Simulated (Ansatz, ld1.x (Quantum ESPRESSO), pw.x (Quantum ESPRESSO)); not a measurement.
Os (Z = 76): one change to the TM potential, in the atom and in the fcc crystal

```json
{"Element": "osmium (Os)", "Generator": "ld1.x (Quantum ESPRESSO) 7.5", "Type": "norm-conserving Troullier–Martins (Kleinman–Bylander form)", "Functional": "PBEsol", "Relativity": "scalar-relativistic", "Frozen core": "[Xe] 4f14", "Valence charge": "8", "Reference configuration": "5d6 6s0 6p0 (charge +2)", "Partial waves": "6p (bound, empty): rc 3.00 bohr; 5d (bound): rc 1.65 bohr; 6s (bound, empty): rc 2.05 bohr", "Local potential": "the s channel", "Core correction": "none"}
```

Change: core correction a·sin(br)/r model core inside 1.56 bohr.

Cutoffs, loose and tight: the cutoffs (Ry, on a coarse ladder) from which the occupation-weighted sum of valence levels, in a spherical-Bessel basis at the reference potential, stays within 10 and 1 mRy of its value at 400 Ry. They do not see the model core or the augmentation charge, which bear on the density cutoff. Test errors are all-electron minus pseudo excitation energies from the reference, over the configurations 5d6 6s2 6p0; 5d6 6s1 6p0; 5d5 6s0 6p0; 5d7 6s0 6p0; 5d6 6s0 6p1; 5d5 6s2 6p0; 5d6 6s1 6p1; variants that change the core or the reference have their own tests.

Crystal test: fcc Os in pw.x 7.5, no spin, 15³ k-points, Fermi–Dirac smearing 0.01 Ry, cutoffs set for each file from its atomic test. The reference is all-electron LAPW (Ansatz 0.2.0) with the same functional, mesh and smearing; V0 and B0 come from Birch–Murnaghan fits to the pressures at five volumes. Errors are pseudo minus all-electron; Δ is the rms difference of the E(V) curves that follow from these fits, minima aligned, over ±6 % about the mean V0. Mesh and smearing are coarse, so the numbers serve the comparison and aren't converged zero-temperature values; the lattice is a test structure that the element need not adopt.

All-electron: a0 = 3.821 Å (V0 = 13.94 Å³/atom), B0 = 421.5 GPa.

Does the change bring the crystal closer to the all-electron result?

The mean pressure error goes from +1.92 to +10.55 GPa, so the change moves the solid further from the all-electron pressures. The B0 error goes the other way, from +3.0 to -1.3 %.

```tsv
quantity	base	changed
outcome (atom)	generated	generated
cutoff, loose (atom)	35 Ry	35 Ry
cutoff, tight (atom)	55 Ry	55 Ry
bound ghosts (atom)	none	none
largest test error (meV) (atom)	-74	-135
cutoffs in pw.x (Ry)	70/280	70/280
a0 (Å)	3.826	3.851
a0 error (%)	+0.14	+0.79
B0 error (%)	+3.0	-1.3
Δ (meV/atom)	5.8	30.8
mean pressure error (GPa)	+1.92	+10.55
```

Base: The largest radius (3.00 bohr) exceeds half the bond length (2.55 bohr), so the spheres overlap, which is one possible source of error among others. Changed file: The largest radius (3.00 bohr) exceeds half the bond length (2.55 bohr), so the spheres overlap, which is one possible source of error among others. This is a poor potential for the solid. The atomic cutoffs weigh occupied waves only.
